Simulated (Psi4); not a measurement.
# BHCl2 (SMILES [H]B(Cl)Cl): levels of theory compared

We compute a comparison of 4 runs (DSD-PBEP86/def2-TZVP, HSE06/def2-TZVP, TPSSh/def2-TZVP, MP3/def2-TZVP) of BHCl2. 

Program for the calculation: Psi4 1.11.

1 further run of the same task is left out (set aside as unsound or not needed).

### 1 The molecule

BHCl2 has 4 atoms, charge 0, and is taken as a singlet. SMILES: `[H]B(Cl)Cl`. One bond was lengthened or shortened from a relaxed shape.

Bond lengths: B1–Cl2 1.701 Å, B1–Cl3 1.702 Å, B1–H4 1.349 Å. Angles: Cl2–B1–Cl3 120.2°, Cl2–B1–H4 119.9°, Cl3–B1–H4 119.9°.

### 2 A single-point energy at DSD-PBEP86/def2-TZVP (density fitting for correlation) (run 1)

input.inp

```
memory 1600 mb

molecule molecule1 {
  B
  Cl 1 r2
  Cl 1 r3 2 a3
  H 1 r4 2 a4 3 d4

  r2 = 1.701026
  r3 = 1.701832
  a3 = 120.1759
  r4 = 1.3491
  a4 = 119.93678
  d4 = 179.86485
  symmetry c1
  no_reorient
  no_com
}

set basis def2-TZVP
set puream true
set e_convergence 1e-09
set d_convergence 1e-08
set scf_type pk
set dft_radial_points 99
set dft_spherical_points 590
set num_frozen_docc 11

energy_value, wavefunction = energy("dsd-pbep86", return_wfn=True)
```

Run with:

```console
$ psi4 input.inp input.out -n 1
```

input.out:

```text
[...]
  Running in c1 symmetry.
[...]
  Nuclear repulsion =  113.481791056746744
[...]
  Multiplicity = 1
[...]
  Nalpha       = 20
  Nbeta        = 20
[...]
    Number of basis functions: 111
[...]
   @RKS iter   1:  -944.99129719061466   -2.46303e-01   2.32899e-03 ADIIS/DIIS
[...]
   @RKS iter  10:  -945.00953958603930   -2.42153e-11   5.25211e-09 DIIS
[...]
    Orbital Energies [Eh]
    ---------------------
    Doubly Occupied:
       1A   -103.695414     2A   -103.695288     3A    -10.202613
       4A    -10.202471     5A     -7.767045     6A     -7.766904
       7A     -7.765005     8A     -7.764863     9A     -7.764042
      10A     -7.763902    11A     -7.417120    12A     -1.072529
      13A     -1.028100    14A     -0.644117    15A     -0.543250
      16A     -0.538052    17A     -0.490663    18A     -0.436558
      19A     -0.423786    20A     -0.410657
[...]
  @RKS Final Energy:  -945.00953958603930
   => Energetics <=
    Nuclear Repulsion Energy =            113.4817910567467436
    One-Electron Energy =               -1529.9450801740520092
    Two-Electron Energy =                 488.7312070786950358
    DFT Exchange-Correlation Energy =     -17.2774575474290053
    Empirical Dispersion Energy =           0.0000000000000000
    VV10 Nonlocal Energy =                  0.0000000000000000
    Total Energy =                       -945.0095395860392955
[...]
 Multipole Moments:
 ------------------------------------------------------------------------------------
     Multipole            Electronic (a.u.)      Nuclear  (a.u.)        Total (a.u.)
 ------------------------------------------------------------------------------------
 L = 1.  Multiply by 2.5417464519 to convert [e a0] to [Debye]
 Dipole X            :         -0.0031181            0.0026479           -0.0004702
 Dipole Y            :          1.2050621           -1.3098671           -0.1048050
 Dipole Z            :          0.6958329           -0.7541178           -0.0582849
 Magnitude           :                                                    0.1199226
[...]
```

It took 8.4 s on 1 thread of AMD EPYC 9R45 (Zen 5), shared host; peak memory 0.62 GiB.

### 3 Energy and gradient at HSE06/def2-TZVP (run 2)

bcl2h.json

```json
{
 "schema_name": "qcschema_input",
 "schema_version": 1,
 "molecule": {
  "schema_name": "qcschema_molecule",
  "schema_version": 2,
  "symbols": ["B", "Cl", "Cl", "H"],
  "geometry": [0.04449927, 0.07259194, 0.00145698, 3.2582809, 0.00945619, 0.02303765, -1.51692473, 2.8838808, -0.03378641, -1.270992, -2.11122092, 0.00708647],
  "molecular_charge": 0,
  "molecular_multiplicity": 1,
  "fix_symmetry": "c1",
  "fix_com": true,
  "fix_orientation": true
 },
 "driver": "gradient",
 "model": {
  "method": "hse06",
  "basis": "def2-TZVP"
 },
 "keywords": {
  "puream": true,
  "e_convergence": 1e-09,
  "d_convergence": 1e-08,
  "scf_type": "pk",
  "dft_radial_points": 99,
  "dft_spherical_points": 590,
  "scf_properties": ["MULLIKEN_CHARGES", "MAYER_INDICES", "QUADRUPOLE"]
 }
}
```

Run with:

```console
$ psi4 --qcschema bcl2h.json -n 1 --memory 1600MB
```

stdout:

```text
[...]
  Running in c1 symmetry.
[...]
  Nuclear repulsion =  113.481779181887461
[...]
  Multiplicity = 1
[...]
  Nalpha       = 20
  Nbeta        = 20
[...]
    Number of basis functions: 111
[...]
   @RKS iter   1:  -945.56250592078811   -7.36684e-02   4.13127e-03 DIIS/ADIIS
[...]
   @RKS iter  11:  -945.64796688684032    1.36424e-11   1.75128e-09 DIIS
[...]
  @RKS Final Energy:  -945.64796688684032
   => Energetics <=
    Nuclear Repulsion Energy =            113.4817791818874610
    One-Electron Energy =               -1530.2099435015543349
    Two-Electron Energy =                 517.5077054495887978
    DFT Exchange-Correlation Energy =     -46.4275080167623599
    Empirical Dispersion Energy =           0.0000000000000000
    VV10 Nonlocal Energy =                  0.0000000000000000
    Total Energy =                       -945.6479668868403223
[...]
 Multipole Moments:
 ------------------------------------------------------------------------------------
     Multipole            Electronic (a.u.)      Nuclear  (a.u.)        Total (a.u.)
 ------------------------------------------------------------------------------------
 L = 1.  Multiply by 2.5417464519 to convert [e a0] to [Debye]
 Dipole X            :        -28.5834009           28.5545592           -0.0288417
 Dipole Y            :        -47.4895907           47.4384676           -0.0511231
 Dipole Z            :          0.1690124           -0.1683576            0.0006548
 Magnitude           :                                                    0.0587013
 L = 2.  Multiply by 1.3450342976 to convert [e a0^2] to [Debye ang]
 Quadrupole XX       :       -244.6672198          221.2220576          -23.4451622
 Quadrupole XY       :         71.0364421          -71.1454297           -0.1089876
[...]
  Mulliken Charges: (a.u.)
   Center  Symbol    Alpha    Beta     Spin     Total
       1     B     2.43640  2.43640  0.00000  0.12720
       2    CL     8.53672  8.53672  0.00000 -0.07344
       3    CL     8.53704  8.53704  0.00000 -0.07407
       4     H     0.48984  0.48984  0.00000  0.02031
   Total alpha = 20.00000, Total beta = 20.00000, Total charge =  0.00000
  Mayer Bond Indices:
[...]
  -Total Gradient:
     Atom            X                  Y                   Z
    ------   -----------------  -----------------  -----------------
       1        0.033533495615     0.055016391645    -0.000010098088
       2       -0.017256694472     0.003162448594    -0.000188258451
       3        0.010684514443    -0.013451073137     0.000142421603
       4       -0.026955479421    -0.044718034727     0.000055758900
[...]
```

The result, in JSON:

```text
{
 "driver": "gradient",
 "model": {
  "method": "hse06",
  "basis": "def2-TZVP"
 },
 "success": true,
 "return_result": [0.03353349561489189, 0.05501639164522244, -1.0098087662228548e-05, -0.017256694471684902, 0.003162448593982927, -0.00018825845101176912, 0.010684514443298876, -0.013451073136665326, 0.0001424216034990244, -0.026955479421150466, -0.04471803472655288, 5.575889978597949e-05],
 "properties": {
  "calcinfo_nbasis": 111,
  "calcinfo_nmo": 111,
  "calcinfo_nalpha": 20,
  "calcinfo_nbeta": 20,
  "calcinfo_natom": 4,
  "nuclear_repulsion_energy": 113.48177918188746,
  "return_energy": -945.6479668868403,
  "return_gradient": [0.03353349561489189, 0.05501639164522244, -1.0098087662228548e-05, -0.017256694471684902, 0.003162448593982927, -0.00018825845101176912, 0.010684514443298876, -0.013451073136665326, 0.0001424216034990244, -0.026955479421150466, -0.04471803472655288, 5.575889978597949e-05],
  "scf_one_electron_energy": -1530.2099435015543,
  "scf_two_electron_energy": 517.5077054495888,
  "scf_xc_energy": -46.42750801676236,
  "scf_dipole_moment": [-0.028841667483334277, -0.05112308857583514, 0.000654804930028341],
  "scf_total_energy": -945.6479668868403,
  "scf_total_gradient": [0.03353349561489189, 0.05501639164522244, -1.0098087662228548e-05, -0.017256694471684902, 0.003162448593982927, -0.00018825845101176912, 0.010684514443298876, -0.013451073136665326, 0.0001424216034990244, -0.026955479421150466, -0.04471803472655288, 5.575889978597949e-05],
  "scf_iterations": 11
 }
}
```

Wall time 28 s (1 thread of AMD EPYC 9R45 (Zen 5), shared host); peak memory 0.75 GiB.

Run 3 isn't shown in full; the table further down has it.

### 4 The energy at MP3/def2-TZVP (run 4)

job.in

```
memory 1600 mb

molecule m {
  0 1
  B
  Cl 1 1.701026
  Cl 1 1.701832 2 120.1759
  H 1 1.3491 2 119.93678 3 179.86485
  symmetry c1
  no_reorient
  no_com
}

set globals {
  basis           def2-TZVP
  puream          true
  e_convergence   1e-09
  d_convergence   1e-08
  scf_type        pk
  num_frozen_docc 11
  mp_type         conv
}

energy('mp3')
```

Run with:

```console
$ psi4 -i job.in -o job.out -n 1
```

job.out:

```text
[...]
  Running in c1 symmetry.
[...]
  Nuclear repulsion =  113.481791056746744
[...]
  Multiplicity = 1
[...]
  Nalpha       = 20
  Nbeta        = 20
[...]
    Number of basis functions: 111
[...]
   @RHF iter   1:  -944.34301913919933   -3.04216e-01   2.02954e-03 ADIIS/DIIS
[...]
   @RHF iter  11:  -944.36216194538281   -1.93268e-12   1.72733e-09 DIIS
[...]
    Orbital Energies [Eh]
    ---------------------
    Doubly Occupied:
       1A   -104.850156     2A   -104.850029     3A    -10.581173
       4A    -10.581029     5A     -8.047926     6A     -8.047781
       7A     -8.046812     8A     -8.046669     9A     -8.046541
      10A     -8.046399    11A     -7.723738    12A     -1.163244
      13A     -1.115820    14A     -0.698786    15A     -0.588354
      16A     -0.587092    17A     -0.532447    18A     -0.476827
      19A     -0.465498    20A     -0.452070
[...]
  @RHF Final Energy:  -944.36216194538281
   => Energetics <=
    Nuclear Repulsion Energy =            113.4817910567467436
    One-Electron Energy =               -1529.7911239556342480
    Two-Electron Energy =                 471.9471709535047239
    Total Energy =                       -944.3621619453828089
[...]
 Multipole Moments:
 ------------------------------------------------------------------------------------
     Multipole            Electronic (a.u.)      Nuclear  (a.u.)        Total (a.u.)
 ------------------------------------------------------------------------------------
 L = 1.  Multiply by 2.5417464519 to convert [e a0] to [Debye]
 Dipole X            :         -0.0031721            0.0026479           -0.0005243
 Dipole Y            :          1.1828083           -1.3098671           -0.1270589
 Dipole Z            :          0.6830681           -0.7541178           -0.0710497
 Magnitude           :                                                    0.1455758
[...]
	SCS-MP2 Total Energy (a.u.)        :  -944.82466766227083
	SOS-MP2 Total Energy (a.u.)        :  -944.82115107416166
[...]
	SOS-PI-MP2 Total Energy (a.u.)     :  -944.85645793022150
[...]
	MP2 Total Energy (a.u.)            :  -944.83170083848916
[...]
	SCS-MP3 Total Energy (a.u.)        :  -944.83465719632215
[...]
	MP3 Total Energy (a.u.)            :  -944.87165897469436
[...]
```

Run time: 11 s. Hardware: 1 thread of AMD EPYC 9R45 (Zen 5), shared host; peak memory 1.2 GiB.

### 5 All runs side by side

```
run                                                   level      task  fitting correlation  energy (Eh)  HOMO energy (eV)  LUMO energy (eV)  HOMO–LUMO gap (eV)  wall time
  1  DSD-PBEP86/def2-TZVP (density fitting for correlation)    energy      density fitting  -945.258504            -11.17              0.62               11.80      8.4 s
  2                                         HSE06/def2-TZVP  gradient                    –  -945.647967             -8.62             -2.01                6.61       28 s
  3                                         TPSSh/def2-TZVP  gradient                    –  -945.983012             -8.35             -2.06                6.29       26 s
  4                                           MP3/def2-TZVP    energy                 none  -944.871659            -12.30              2.07               14.37       11 s
```

### 6 What came out

```
                                           quantity          value
                                run 4: total energy  -944.87166 Eh
         run 4: HOMO energy (Hartree–Fock orbitals)      -12.30 eV
         run 4: LUMO energy (Hartree–Fock orbitals)        2.07 eV
       run 4: HOMO–LUMO gap (Hartree–Fock orbitals)       14.37 eV
run 4: correlation energy (11 core orbitals frozen)     -509.5 mEh
```

Over runs 1, 2, 3 the HOMO–LUMO gap runs from 6.29 eV (TPSSh/def2-TZVP) to 11.80 eV (DSD-PBEP86/def2-TZVP). A double hybrid's value is that of its SCF part. Totals of different functionals can't be ranked against each other. All runs together took 74 s, the longest 28 s.
